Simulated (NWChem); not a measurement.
**Atomisation of hydrogen fluoride (HF)**

```
F
H 1 0.9323
```
Charge 0, spin multiplicity 1.

Everything below was run with NWChem. The geometry was optimised at PBE/def2-SVP, a minimum by its harmonic frequencies.

Basis set: def2-TZVP. The atomisation energy is electronic alone: no zero-point, thermal, spin-orbit or counterpoise terms. No value is extrapolated to the basis-set limit. Free atoms are single determinants with multiplicities F 2, H 2. Correlated methods freeze the same cores in atoms and molecule, 1 orbitals in all.

The correlated methods keep 1 core orbital frozen. B3LYP has NWChem's definition, with VWN1-RPA local correlation. No SCF solution was tested for a lower state. Open-shell Hartree-Fock references start from PBE0 orbitals.

Order these methods by the atomisation energy they give, lowest first: B3LYP, BHandHLYP, LDA (SVWN5), MP2, BP86.

BHandHLYP (129.3 kcal/mol), B3LYP (136.9 kcal/mol), MP2 (138.6 kcal/mol), BP86 (142.5 kcal/mol), LDA (SVWN5) (159.7 kcal/mol)
